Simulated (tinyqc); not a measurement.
Inside a calculation. Method: geometry optimisation on the RHF/sto-3g surface (energies and gradients from PySCF), for H2F+, spin multiplicity 1. Computed by tinyqc, a small Python program that keeps every step (integrals from PySCF). Settings: charge = 1, multiplicity = 1, basis = sto-3g, optimiser = bfgs, first Hessian = 0.6, largest step = 0.5, iteration cap = 30. Command: `OMP_NUM_THREADS=1 python tinyqc.py 27367 27368 out.jsonl` (the two numbers bound the seeds that draw the settings). One thread of a shared host (Intel(R) Xeon(R) Processor @ 2.60GHz), about 0.6 s of CPU time with the checks.

## Step 1: energy and gradient

positions at the start (bohr):
```
           x         y        z
1F  -0.01512   0.04535  0.06425
2H   0.01323   1.31147  0.79368
3H   0.09638  -1.38706  0.76534
```

Self-consistent energy and analytic gradient at these positions.

energy = -98.7709909 hartree

gradient (hartree/bohr):
```
             x           y           z
1F   0.0252735   0.1994659   0.3361405
2H  -0.0097126  -0.3876406  -0.2343214
3H  -0.0155609   0.1881747  -0.1018191
```

## Step 1: move

Quasi-Newton step p = -H^(-1) g (first H = 0.6 times the unit matrix); steps longer than 0.5 bohr are cut back (factor 0.472 here).

positions after step 1 (bohr):
```
           x         y         z
1F  -0.03498  -0.11142  -0.19994
2H   0.02086   1.61614   0.97785
3H   0.10861  -1.53496   0.84537
```

## Step 2: energy and gradient

As before.

energy = -98.8471216 hartree

gradient (hartree/bohr):
```
             x           y           z
1F   0.0008155  -0.1272074  -0.0343375
2H   0.0030625   0.0849555   0.0612825
3H  -0.0038780   0.0422519  -0.0269450
```

## Step 2: move

inverse Hessian in use (bohr^2/hartree):
```
          1         2         3         4         5         6         7         8
1   1.66612  -0.01609  -0.01126   0.00051   0.01698   0.01114   0.00004  -0.00089
2  -0.01609   1.44676  -0.24541   0.00853   0.31455   0.19704   0.00756  -0.09465
3  -0.01126  -0.24541   1.46403   0.00828   0.28683   0.18502   0.00297  -0.04141
4   0.00051   0.00853   0.00828   1.66636  -0.01109  -0.00704  -0.00020   0.00255
5   0.01698   0.31455   0.28683  -0.01109   1.27461  -0.25041  -0.00589   0.07751
6   0.01114   0.19704   0.18502  -0.00704  -0.25041   1.50719  -0.00410   0.05336
7   0.00004   0.00756   0.00297  -0.00020  -0.00589  -0.00410   1.66683  -0.00167
8  -0.00089  -0.09465  -0.04141   0.00255   0.07751   0.05336  -0.00167   1.68380
9   0.00012   0.04837   0.01763  -0.00124  -0.03642  -0.02554   0.00112  -0.01195

          9
1   0.00012
2   0.04837
3   0.01763
4  -0.00124
5  -0.03642
6  -0.02554
7   0.00112
8  -0.01195
9   1.67458
```

Quasi-Newton step p = -H^(-1) g (the inverse Hessian comes from BFGS updates; coordinates in the order x, y, z of each atom); steps longer than 0.5 bohr are cut back.

positions after step 2 (bohr):
```
           x         y         z
1F  -0.04086   0.03071  -0.21438
2H   0.01836   1.56881   0.93523
3H   0.11699  -1.62975   0.90242
```

## Step 3: energy and gradient

As before.

energy = -98.8548310 hartree

gradient (hartree/bohr):
```
             x           y           z
1F  -0.0079573   0.0308718  -0.0741624
2H   0.0015728   0.0335512   0.0280651
3H   0.0063845  -0.0644229   0.0460973
```

## Step 3: move

inverse Hessian in use (bohr^2/hartree):
```
          1         2         3         4         5         6         7         8
1   1.66338   0.02136  -0.02770   0.00028   0.01111   0.00670   0.00301  -0.03247
2   0.02136   1.23634   0.08164   0.00187   0.22485   0.09587  -0.02323   0.20548
3  -0.02770   0.08164   1.39977   0.00357   0.19413   0.10363   0.02413  -0.27577
4   0.00028   0.00187   0.00357   1.66666  -0.00605  -0.00215  -0.00027   0.00418
5   0.01111   0.22485   0.19413  -0.00605   1.35770  -0.16880  -0.00506   0.08412
6   0.00670   0.09587   0.10363  -0.00215  -0.16880   1.58678  -0.00455   0.07293
7   0.00301  -0.02323   0.02413  -0.00027  -0.00506  -0.00455   1.66393   0.02829
8  -0.03247   0.20548  -0.27577   0.00418   0.08412   0.07293   0.02829   1.37707
9   0.02100  -0.17751   0.16327  -0.00143  -0.02533  -0.02374  -0.01957   0.20284

          9
1   0.02100
2  -0.17751
3   0.16327
4  -0.00143
5  -0.02533
6  -0.02374
7  -0.01957
8   0.20284
9   1.52714
```

As before.

positions after step 3 (bohr):
```
           x         y         z
1F  -0.03398   0.01010  -0.14818
2H   0.01655   1.54216   0.90697
3H   0.11192  -1.58250   0.86449
```

## Convergence

Stop when the largest gradient component is below 3e-5 hartree/bohr. The inverse Hessian follows the BFGS update with s = step, y = change of gradient.

Course of the optimisation:
```
step  E (hartree)  largest gradient (hartree/bohr)
1     -98.7709909                         3.88e-01
2     -98.8471216                         1.27e-01
3     -98.8548310                         7.42e-02
4     -98.8630854                         2.72e-02
5     -98.8639550                         1.09e-02
6     -98.8640704                         2.44e-03
7     -98.8640932                         1.86e-03
8     -98.8641076                         1.41e-04
9     -98.8641076                         3.75e-06
```

Final distances (angstrom):
```
pair   distance
2H-1F   0.97340
3H-1F   0.97340
3H-2H   1.61391
```

Converged in 9 steps.
